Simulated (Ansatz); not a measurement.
Relaxation of the cluster Li3H3⁻ with UKS PBE-D4/def2-TZVPD.

```sh
$ ansatz run in.yaml --threads 4 --pin off --events-out ev --progress --plain --max-ram 3916MiB
```

```yaml
crystal:
  periodic: [false, false, false]
  atoms:
    - {symbol: Li, position_ang: [0.430900, 0.481140, -1.373210]}
    - {symbol: Li, position_ang: [0.003330, -0.940270, 0.371480]}
    - {symbol: Li, position_ang: [-0.421990, 1.309720, 0.658990]}
    - {symbol: H, position_ang: [-0.863370, -0.674770, -1.183770]}
    - {symbol: H, position_ang: [1.539960, -0.139990, -0.163140]}
    - {symbol: H, position_ang: [-0.688830, -0.035830, 1.689650]}
basis:
  gaussian: {orbitals: def2-TZVPD}
total_charge: -1
magnetization: {spin_polarized: true, initial_magnetization: 1}
hamiltonian: {xc: pbe, dispersion: d4}
scf: {omitted_lower_state_checks: [starts]}
output: {orbitals: {seedname: orbitals}}
relax: {f_tol: 0.02, max_steps: 100}
```

Hardware: 4 threads of Arm Neoverse V1 on a shared host. Wall time 7.5 s.

Positions (Å) and forces (eV/Å) at steps 1, 2, 3, 4, 5, 6, 7, 9 of 9:

```xyz
6
step=1 energy=-660.5113 eV
Li    0.431    0.481   -1.373    0.329   -0.105   -0.827
Li    0.003   -0.940    0.371    0.007   -0.565    0.188
Li   -0.422    1.310    0.659   -0.101    0.303    0.383
H    -0.863   -0.675   -1.184   -0.006    0.164    0.078
H     1.540   -0.140   -0.163   -0.183    0.228    0.068
H    -0.689   -0.036    1.690   -0.046   -0.025    0.111
6
step=2 energy=-660.6966 eV
Li    0.500    0.411   -1.536    0.099   -0.076   -0.241
Li   -0.002   -1.017    0.387   -0.063   -0.023    0.073
Li   -0.388    1.309    0.703    0.100   -0.013    0.044
H    -0.869   -0.611   -1.151   -0.011    0.031   -0.023
H     1.449   -0.030   -0.114   -0.064    0.170    0.013
H    -0.690   -0.061    1.711   -0.061   -0.090    0.134
6
step=3 energy=-660.7946 eV
Li    0.516    0.348   -1.628   -0.038   -0.005   -0.040
Li   -0.051   -1.024    0.382   -0.138    0.084    0.016
Li   -0.219    1.307    0.772    0.196   -0.189    0.044
H    -0.866   -0.674   -1.222    0.098   -0.085   -0.017
H     1.344    0.133   -0.066   -0.121    0.162    0.033
H    -0.724   -0.091    1.761    0.003    0.033   -0.036
6
step=4 energy=-660.8802 eV
Li    0.499    0.319   -1.668   -0.058    0.051    0.030
Li   -0.113   -1.018    0.370   -0.181    0.109   -0.020
Li   -0.033    1.293    0.836    0.049   -0.110    0.159
H    -0.840   -0.772   -1.296    0.157   -0.152    0.007
H     1.236    0.276   -0.021   -0.019    0.015   -0.089
H    -0.748   -0.098    1.780    0.052    0.087   -0.087
6
step=5 energy=-660.9550 eV
Li    0.458    0.340   -1.704   -0.066   -0.015    0.137
Li   -0.223   -0.981    0.354   -0.069    0.080   -0.111
Li    0.100    1.295    0.968   -0.013    0.012    0.169
H    -0.746   -0.922   -1.378    0.071   -0.116   -0.011
H     1.163    0.333   -0.041    0.052   -0.029   -0.120
H    -0.753   -0.065    1.801    0.025    0.067   -0.063
6
step=6 energy=-661.0005 eV
Li    0.394    0.337   -1.677   -0.041   -0.023    0.000
Li   -0.295   -0.927    0.304   -0.044    0.003   -0.026
Li    0.219    1.311    1.123    0.000   -0.010    0.048
H    -0.692   -1.084   -1.461    0.112    0.049    0.059
H     1.146    0.387   -0.065   -0.045   -0.042   -0.059
H    -0.771   -0.024    1.776    0.018    0.023   -0.022
6
step=7 energy=-661.0066 eV
Li    0.367    0.339   -1.698    0.013   -0.020    0.012
Li   -0.340   -0.905    0.295    0.015    0.009   -0.029
Li    0.268    1.297    1.179    0.003   -0.001   -0.009
H    -0.620   -1.120   -1.469   -0.020    0.008    0.021
H     1.101    0.392   -0.091   -0.013    0.017    0.012
H    -0.777   -0.003    1.784    0.001   -0.013   -0.007
6
step=9 energy=-661.0075 eV
Li    0.388    0.318   -1.706   -0.001    0.001   -0.001
Li   -0.340   -0.896    0.289    0.000    0.000    0.000
Li    0.265    1.297    1.188   -0.001    0.000    0.000
H    -0.634   -1.113   -1.464    0.001    0.000    0.000
H     1.091    0.409   -0.092    0.001   -0.002    0.000
H    -0.770   -0.015    1.786    0.000    0.001    0.000
```

The highest occupied level of the charge -1 doublet lies above zero (up to 1.14 eV). It is a level of α spin, whose loss leaves a singlet; that state wasn't run at this geometry and level. The electron is either unbound and held by the finite basis, or the level is raised by self-interaction error. The structure comes from a short search, and lower isomers may exist.
